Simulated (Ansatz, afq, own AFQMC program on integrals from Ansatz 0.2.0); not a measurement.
Ta, quartet → Ta, sextet

A free Ta atom.

E(sextet, charge +0) − E(quartet, charge +0) at this geometry, on UHF and UHF determinants.

Basis def2-SVP with its core potentials. Noble-gas cores (and the filled d shells of Ga–Kr and In–Xe) are frozen. Ansatz 0.2.0 and our own AFQMC program on the same integrals; the CISD trial comes from CCSD amplitudes, and released means the phaseless constraint is let go. ± is one standard error of the sampling. No spin–orbit coupling. The metal's outer-core s and p shells are frozen, which shifts wave-function levels against functionals. The errors of all members are added in quadrature.

Full CI on the same integrals is exact in this basis and with this determinant's frozen core.

Errors are counted within def2-SVP, not against nature.

Cautions: no spin-orbit coupling; outer-core shells of the metal frozen; Ta (quartet): the released energies have errors that jump between times, so the bars are unsure, so no released level is given (meV from the phaseless value at times in 1/Eh: -8.1 ± 1.3 at 0.60, -11.9 ± 2.3 at 1.20, -15.4 ± 0.9 at 2.00, -14 ± 6 at 3.00, -21.1 ± 0.8 at 4.20), its ph-AFQMC/CISD value lies 35.3 ± 0.9 meV above full CI; Ta (sextet): another spin lies lower.

```json
{"level": "HF", "vertical spin gap (eV)": "0.282"}
{"level": "MP2", "vertical spin gap (eV)": "0.651"}
```

Q: From these cheaper values, estimate the vertical spin gap at the reference level in def2-SVP.

A: 0.858 eV (full CI in def2-SVP).

```
        level  vertical spin gap (eV)  error against FCI (eV)
         CCSD                   0.781                  -0.077
      CCSD(T)                   0.827                  -0.031
        CCSDT                   0.854                  -0.004
     CCSDT(Q)                   0.857                  -0.001
       CCSDTQ                   0.858                   0.000
ph-AFQMC/CISD           0.833 ± 0.001          -0.025 ± 0.001
```

Correlation beyond CCSD(T) adds 0.031 eV. The perturbative (T) step is worth +0.046 eV.

CCSDT and higher add their correlation energy to the determinant of the CCSD(T) run, since their own runs factorise the integrals more tightly (a shift of under 2 meV).
